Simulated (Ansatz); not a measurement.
## Fluorite SrCl₂

These are PBEsol in Ansatz (PAW) values and carry that method's errors.

Settings: plane-wave cutoff 520 eV, 6×6×6 k mesh, perturbation theory, scalar-relativistic PAW data made under PBE.

Cell (relaxed at this level):

```xyz
3
Lattice="0.0000 3.4539 3.4539 3.4539 0.0000 3.4539 3.4539 3.4539 0.0000" Properties=species:S:1:pos:R:3 pbc="T T T"
Sr     0.0000     0.0000     0.0000
Cl     1.7270     1.7270     1.7270
Cl     5.1809     5.1809     5.1809
```

```
Item                               Result
---------------------------------  ------
electronic dielectric constant ε∞    3.02
static dielectric constant           7.80
```

Ansatz is a program for electronic structure.
